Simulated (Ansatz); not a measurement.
For rock-salt MgO, PBEsol (Ansatz, an electronic-structure program, PAW) gives:

| Quantity | Result |
|---|---|
| equilibrium lattice constant a | 4.215 Å |
| bulk modulus B0 | 157 GPa |
| cohesive energy | 5.32 eV/atom |

Problem. What does LC-ωPBE (Ansatz, PAW) give for the same quantities?

Solution. 
- lattice constant a: 4.202 Å (shrinks by 0.3 %)
- bulk modulus: 170 GPa (increases by 8.3 %)
- cohesive energy: 5.18 eV/atom (decreases by 0.14 eV/atom)

For comparison: lattice constant a 4.189 Å (measured, static lattice: zero-point anharmonic expansion removed; as tabulated in Mejia-Rodriguez and Trickey (2018), arXiv:1807.09216); bulk modulus 170 GPa (measured, 0 K value with the zero-point phonon effect removed; as tabulated in Mejia-Rodriguez and Trickey (2018), arXiv:1807.09216); cohesive energy 5.2 eV/atom (measured, static lattice: zero-point vibration energy added, our sources range from 5.19 to 5.27; as tabulated in Mejia-Rodriguez and Trickey (2018), arXiv:1807.09216).

Changes are worked out from the printed values.

Unless a cell is named, each level is at its own relaxed cell (PBEsol 9.36, LC-ωPBE 9.28 Å³/atom).

Ansatz's density-functional and Hartree–Fock values are scalar-relativistic unless marked +SOC, with PAW data made under PBE.
